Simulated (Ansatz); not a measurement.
System: fcc Pd. Method: LDA in Ansatz (plane waves, PAW).

Numerical settings: plane-wave cutoff 500 eV, 26×26×18 k mesh (along the axes of the cell as run), Fermi–Dirac smearing 0.1 eV, magnetic order afm, scalar-relativistic PAW data made under PBE.

Computed at the level's own relaxed cell.

Q: Give the computed volume per atom and lattice constant a.

A: 
- volume per atom: 14.17 Å³/atom
- lattice constant a: 3.841 Å

Measured, for comparison: equilibrium volume per atom 14.56 Å³/atom, lattice constant a 3.876 Å (static lattice: zero-point anharmonic expansion removed; as tabulated in Mejia-Rodriguez and Trickey (2018), arXiv:1807.09216). Computed (rounded) less measured: equilibrium volume per atom -2.7 %, lattice constant a -0.9 %.

Static lattice: no zero-point or thermal effects.

Ansatz is a program for electronic structure.
